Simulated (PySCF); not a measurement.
PySCF input for isobutane (C₄H₁₀), SMILES CC(C)C, TDDFT-PBE/def2-SVPD. Geometry: B3LYP-D3(BJ)/def2-SVP.

```python
import numpy as np
from pyscf import gto, scf, dft, tdscf

mol = gto.M(
    atom='''
    C    -1.26371560   -0.72960654   -0.09516194
    C     0.00000000   -0.00000000    0.37145024
    C     0.00000000    1.45921308   -0.09516194
    C     1.26371560   -0.72960654   -0.09516194
    H    -2.17586717   -0.22784077    0.26648067
    H    -1.31398702   -0.75863076   -1.19748561
    H    -1.28524948   -1.77043585    0.26648067
    H    -0.00000000   -0.00000000    1.47778624
    H    -0.89061768    1.99827663    0.26648067
    H     0.00000000    1.51726152   -1.19748561
    H     0.89061769    1.99827662    0.26648067
    H     2.17586717   -0.22784077    0.26648067
    H     1.28524947   -1.77043586    0.26648067
    H     1.31398702   -0.75863076   -1.19748561
    ''',
    basis='def2-SVPD',
    charge=0,
    spin=0,
    symmetry=True,
    max_memory=1600,
    verbose=4,
)
mf = dft.RKS(mol, xc='pbe').density_fit(auxbasis='def2-universal-jkfit')
mf.grids.level = 3
mf.conv_tol = 1e-9
mf.max_cycle = 100
mf.kernel()
mf.grids = dft.Grids(mol).set(level=1).build(with_non0tab=True)  # coarser grid for the response kernel
td = tdscf.TDDFT(mf)
td.singlet = True
td.nstates = 10
td.conv_tol = 1e-4
td.positive_eig_threshold = 1e-6
td.kernel(x0=td.get_init_guess(mf, 15))
td.analyze()
tt = tdscf.TDA(mf)
tt.singlet = False
tt.nstates = 4
tt.conv_tol = 1e-4
tt.positive_eig_threshold = 1e-6
tt.kernel(x0=tt.get_init_guess(mf, 9))
tt.analyze(verbose=3)
```

Log of the run:

```
PySCF version 2.14.0

[INPUT] verbose = 4
[INPUT] num. atoms = 14
[INPUT] num. electrons = 34
[INPUT] charge = 0
[INPUT] spin (= nelec alpha-beta = 2S) = 0
[INPUT] symmetry True subgroup None
[INPUT] Mole.unit = angstrom
[INPUT] Symbol           X                Y                Z      unit          X                Y                Z       unit  Magmom
[INPUT]  1 C     -1.263715600000  -0.729606540000  -0.095161940000 AA   -2.388076383340  -1.378756539292  -0.179830004082 Bohr   0.0
[INPUT]  2 C      0.000000000000   0.000000000000   0.371450240000 AA    0.000000000000   0.000000000000   0.701939222504 Bohr   0.0
[INPUT]  3 C      0.000000000000   1.459213080000  -0.095161940000 AA    0.000000000000   2.757513078583  -0.179830004082 Bohr   0.0
[INPUT]  4 C      1.263715600000  -0.729606540000  -0.095161940000 AA    2.388076383340  -1.378756539292  -0.179830004082 Bohr   0.0
[INPUT]  5 H     -2.175867170000  -0.227840770000   0.266480670000 AA   -4.111793034732  -0.430556655310   0.503575483791 Bohr   0.0
[INPUT]  6 H     -1.313987020000  -0.758630760000  -1.197485610000 AA   -2.483075599033  -1.433604366071  -2.262919841008 Bohr   0.0
[INPUT]  7 H     -1.285249480000  -1.770435850000   0.266480670000 AA   -2.428769518940  -3.345638877612   0.503575483791 Bohr   0.0
[INPUT]  8 H      0.000000000000   0.000000000000   1.477786240000 AA    0.000000000000   0.000000000000   2.792611264251 Bohr   0.0
[INPUT]  9 H     -0.890617680000   1.998276630000   0.266480670000 AA   -1.683023496896   3.776195551819   0.503575483791 Bohr   0.0
[INPUT] 10 H      0.000000000000   1.517261520000  -1.197485610000 AA    0.000000000000   2.867208732141  -2.262919841008 Bohr   0.0
[INPUT] 11 H      0.890617690000   1.998276620000   0.266480670000 AA    1.683023515793   3.776195532922   0.503575483791 Bohr   0.0
[INPUT] 12 H      2.175867170000  -0.227840770000   0.266480670000 AA    4.111793034732  -0.430556655310   0.503575483791 Bohr   0.0
[INPUT] 13 H      1.285249470000  -1.770435860000   0.266480670000 AA    2.428769500042  -3.345638896509   0.503575483791 Bohr   0.0
[INPUT] 14 H      1.313987020000  -0.758630760000  -1.197485610000 AA    2.483075599033  -1.433604366071  -2.262919841008 Bohr   0.0

nuclear repulsion = 134.033763193594
point group symmetry = C3v, use subgroup Cs
symmetry origin: [-1.30614473e-17  1.30614473e-17 -2.77900904e-09]
symmetry axis x: [1.09150136e-09 1.00000000e+00 7.59294603e-18]
symmetry axis y: [-8.33165067e-19 -7.59294603e-18  1.00000000e+00]
symmetry axis z: [ 1.00000000e+00 -1.09150136e-09  8.33165059e-19]
num. orbitals of irrep A' = 92
num. orbitals of irrep A" = 68
number of shells = 72
number of NR pGTOs = 220
number of NR cGTOs = 160
basis = def2-SVPD
ecp = {}


[settings echo left out]
init E= -157.939457482054
HOMO (A') = -0.363015084932027  LUMO (A') = -0.0266453853390187  gap/eV = 9.15309
cycle= 1 E= -158.024797915012  delta_E= -0.0853  |g|= 0.539  |ddm|= 5.03
HOMO (A") = -0.185410088738259  LUMO (A') = 0.029257551815685  gap/eV = 5.84140
cycle= 2 E= -157.887611638734  delta_E= 0.137  |g|= 0.883  |ddm|= 1.68
HOMO (A') = -0.28086394222908  LUMO (A') = 0.00286074421772886  gap/eV = 7.72054
cycle= 3 E= -158.109994021907  delta_E= -0.222  |g|= 0.0626  |ddm|= 1.08
HOMO (A') = -0.277112871364956  LUMO (A') = 0.00275484291160666  gap/eV = 7.61559
cycle= 4 E= -158.110786185034  delta_E= -0.000792  |g|= 0.0285  |ddm|= 0.138
HOMO (A') = -0.278925018131466  LUMO (A') = 0.00246517657197032  gap/eV = 7.65702
cycle= 5 E= -158.110973536634  delta_E= -0.000187  |g|= 0.00555  |ddm|= 0.0381
HOMO (A') = -0.278706960997866  LUMO (A') = 0.00244393629626138  gap/eV = 7.65051
cycle= 6 E= -158.110980897003  delta_E= -7.36e-06  |g|= 0.00105  |ddm|= 0.0135
HOMO (A') = -0.278744186007453  LUMO (A') = 0.00243038317706068  gap/eV = 7.65115
cycle= 7 E= -158.110981242228  delta_E= -3.45e-07  |g|= 0.000158  |ddm|= 0.00278
HOMO (A') = -0.278745303100857  LUMO (A') = 0.00242438637044717  gap/eV = 7.65102
cycle= 8 E= -158.11098125018  delta_E= -7.95e-09  |g|= 1.34e-05  |ddm|= 0.000416
HOMO (A') = -0.278749350637525  LUMO (A') = 0.00242345972647406  gap/eV = 7.65110
cycle= 9 E= -158.110981250237  delta_E= -5.66e-11  |g|= 1.98e-06  |ddm|= 4.79e-05
HOMO (A') = -0.278748649263783  LUMO (A') = 0.00242355802028316  gap/eV = 7.65109
Extra cycle  E= -158.110981250236  delta_E= 1.14e-13  |g|= 1.8e-06  |ddm|= 1.01e-05
converged SCF energy = -158.110981250236
tot grids = 45440
Overwritten attributes  positive_eig_threshold  of <class 'pyscf.tdscf.rks.CasidaTDDFT'>


******** <class 'pyscf.tdscf.rks.CasidaTDDFT'> for <class 'pyscf.df.df_jk.DFSymAdaptedRKS'> ********
nstates = 10 singlet
deg_eia_thresh = 1.000e-03
wfnsym = None
conv_tol = 0.0001
eigh lindep = 1e-12
eigh level_shift = 0
eigh max_cycle = 100


Excitation energies (eV)
[7.72251162 7.98191415 7.98208525 8.66417758 8.66417878 8.70970094
 8.86711072 8.92252875 8.92837664 8.92848423]

** Singlet excitation energies and oscillator strengths **
Excited State   1:   A'      7.72251 eV    160.55 nm  f=0.0085
      17 -> 18       -0.70524
Excited State   2:   A"      7.98191 eV    155.33 nm  f=0.0643
      16 -> 18       -0.70586
Excited State   3:   A'      7.98209 eV    155.33 nm  f=0.0642
      15 -> 18        0.70586
Excited State   4:   A'      8.66418 eV    143.10 nm  f=0.0111
      17 -> 19       -0.70602
Excited State   5:   A"      8.66418 eV    143.10 nm  f=0.0111
      17 -> 20        0.70602
Excited State   6:   A"      8.70970 eV    142.35 nm  f=0.0000
      14 -> 18        0.70370
Excited State   7:   A'      8.86711 eV    139.82 nm  f=0.1938
      17 -> 21        0.69804
Excited State   8:   A"      8.92253 eV    138.96 nm  f=0.0000
      15 -> 20        0.49331
      16 -> 19        0.50205
Excited State   9:   A"      8.92838 eV    138.87 nm  f=0.0002
      15 -> 20       -0.50240
      16 -> 19        0.49363
Excited State  10:   A'      8.92848 eV    138.86 nm  f=0.0002
      15 -> 19       -0.49782
      16 -> 20       -0.49846

** Transition electric dipole moments (AU) **
state          X           Y           Z        Dip. S.      Osc.
  1        -0.0000     -0.0001      0.2124      0.0451      0.0085
  2         0.5733     -0.0000      0.0000      0.3287      0.0643
  3         0.0000     -0.5732      0.0001      0.3285      0.0642
  4        -0.0000     -0.2289     -0.0002      0.0524      0.0111
  5        -0.2289      0.0000      0.0000      0.0524      0.0111
  6         0.0001     -0.0000     -0.0000      0.0000      0.0000
  7        -0.0000     -0.0002      0.9445      0.8920      0.1938
  8         0.0004      0.0000      0.0000      0.0000      0.0000
  9         0.0284      0.0000     -0.0000      0.0008      0.0002
 10        -0.0000      0.0286     -0.0000      0.0008      0.0002

** Transition velocity dipole moments (imaginary part, AU) **
state          X           Y           Z        Dip. S.      Osc.
  1        -0.0000     -0.0000      0.0680      0.0046      0.0109
  2         0.1729      0.0000     -0.0000      0.0299      0.0680
  3        -0.0000     -0.1729      0.0000      0.0299      0.0679
  4         0.0000     -0.0723     -0.0001      0.0052      0.0109
  5        -0.0723     -0.0000     -0.0000      0.0052      0.0109
  6         0.0000      0.0000     -0.0000      0.0000      0.0000
  7        -0.0000     -0.0001      0.3062      0.0937      0.1918
  8         0.0001     -0.0000      0.0000      0.0000      0.0000
  9         0.0099      0.0000     -0.0000      0.0001      0.0002
 10         0.0000      0.0100     -0.0000      0.0001      0.0002

** Transition magnetic dipole moments (imaginary part, AU) **
state          X           Y           Z
  1        -0.0003     -0.0000      0.0000
  2         0.0000      0.4724     -0.0001
  3         0.4725     -0.0000     -0.0000
  4        -0.6347      0.0000      0.0000
  5         0.0000      0.6349      0.0003
  6         0.0000     -0.0002      1.4055
  7         0.0000      0.0000      0.0000
  8         0.0000     -0.0006     -0.6366
  9        -0.0000     -0.0692      0.0055
 10         0.0702      0.0000     -0.0000
Overwritten attributes  positive_eig_threshold  of <class 'pyscf.tdscf.rks.TDA'>


******** <class 'pyscf.tdscf.rks.TDA'> for <class 'pyscf.df.df_jk.DFSymAdaptedRKS'> ********
nstates = 4 triplet
deg_eia_thresh = 1.000e-03
wfnsym = None
conv_tol = 0.0001
eigh lindep = 1e-12
eigh level_shift = 0
eigh max_cycle = 100


Excitation energies (eV)
[7.53349416 7.80949829 7.8097184  8.39727729]

** Triplet excitation energies and oscillator strengths **
Excited State   1:   A'      7.53349 eV    164.58 nm  f=0.0000
Excited State   2:   A"      7.80950 eV    158.76 nm  f=0.0000
Excited State   3:   A'      7.80972 eV    158.76 nm  f=0.0000
Excited State   4:   A'      8.39728 eV    147.65 nm  f=0.0000
```

Self-consistency was reached.
